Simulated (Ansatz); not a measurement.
# C₃H₄FNO: up Jacob's ladder to CCSD(T)

One table from this session's results is given with a row withheld; the runs are named, their logs left out.

Method: functionals in def2-TZVPP, the program's frozen cores in correlated methods; program: Ansatz 0.2.0, Gaussian basis.

Plan: PBE-D4, r2SCAN-D4, PBE0-D4, B3LYP-D4, ωB97X-V, ωB97M-V, B2PLYP; CCSD(T)/def2-TZVPP; MP2/def2-QZVPP; extrapolation to the limit.

### Structure used throughout

An earlier PBE0-D4 in a triple-zeta def2 set relaxation fixed the geometry.

SMILES `N/C=C1\OC1F`, 10 atoms, charge 0, spin multiplicity 1.

Atoms are counted from 1 here; the program's logs count them from 0.

Bond lengths: N1–C2 1.391 Å, N1–H7 1.008 Å, N1–H8 1.009 Å, C2–C3 1.318 Å, C2–H9 1.083 Å, C3–O4 1.390 Å, C3–C5 1.413 Å, O4–C5 1.419 Å, C5–F6 1.345 Å, C5–H10 1.087 Å. Angles: C2–N1–H7 113.8°, C2–N1–H8 114.0°, H7–N1–H8 111.0°, N1–C2–C3 125.1°, N1–C2–H9 116.6°, C3–C2–H9 118.2°, C2–C3–O4 138.0°, C2–C3–C5 161.1°, O4–C3–C5 60.8°, C3–O4–C5 60.4°, C3–C5–O4 58.8°, C3–C5–F6 120.7°, C3–C5–H10 124.9°, O4–C5–F6 115.1°, O4–C5–H10 115.8°, F6–C5–H10 110.6°.

The first run:

in.yaml

```yaml
crystal:
  periodic: [false, false, false]
  atoms:
    - {symbol: N, position_ang: [-0.896741, -1.630425, 0.698999]}
    - {symbol: C, position_ang: [-0.157431, -0.927035, -0.246527]}
    - {symbol: C, position_ang: [0.276744, 0.308622, -0.103409]}
    - {symbol: O, position_ang: [0.188306, 1.332248, 0.832231]}
    - {symbol: C, position_ang: [0.955727, 1.523982, -0.346261]}
    - {symbol: F, position_ang: [0.459018, 2.427475, -1.210181]}
    - {symbol: H, position_ang: [-1.584968, -2.249557, 0.299813]}
    - {symbol: H, position_ang: [-1.305252, -1.049146, 1.415554]}
    - {symbol: H, position_ang: [0.127128, -1.468840, -1.139705]}
    - {symbol: H, position_ang: [2.020568, 1.681577, -0.197514]}
basis:
  gaussian: {orbitals: def2-TZVPP}
hamiltonian: {xc: pbe, dispersion: d4}
output: {forces: true, orbitals: {seedname: orbitals}}
```

The run is started by

```sh
> ansatz run in.yaml --threads 4 --pin off --events-out ev --progress --plain --max-ram 10444MiB
```

Among the steps run: PBE-D4 (GGA); r2SCAN-D4 (meta-GGA); PBE0-D4 (hybrid); B3LYP-D4 (hybrid); ωB97X-V (range-separated); ωB97M-V (range-separated); B2PLYP (double hybrid); CCSD(T) in def2-TZVPP; MP2 in def2-QZVPP.

One of the session's tables, all rows but one given; the rest of the session is left out.

```
            method  atomisation energy (kJ/mol)
            PBE-D4                       4308.0
         r2SCAN-D4                       4121.0
           PBE0-D4                            ?
          B3LYP-D4                       4100.1
           ωB97X-V                       4110.3
           ωB97M-V                       4113.6
            B2PLYP                       4055.0
     HF/def2-TZVPP                       2696.5
    MP2/def2-TZVPP                       4088.9
   CCSD/def2-TZVPP                       3857.8
CCSD(T)/def2-TZVPP                       3951.6
           MP2/CBS                       4216.3
       CCSD(T)/CBS                       4079.1
```

Estimate the missing values for PBE0-D4.

**Answer.** atomisation energy (kJ/mol): 4149.5. In the column «atomisation energy (kJ/mol)» it lies between r2SCAN-D4 (4121.0) and MP2/CBS (4216.3).

Among the levels timed on like hardware and quicker than the yardstick, those that no quicker one beats, quickest first: PBE-D4 (2.2 s, +228.9 kJ/mol); PBE0-D4 (2.4 s, +70.4 kJ/mol); B3LYP-D4 (3.9 s, +21.0 kJ/mol).

B2PLYP carry no dispersion term (for B3LYP, D4 adds 26.4 kJ/mol).
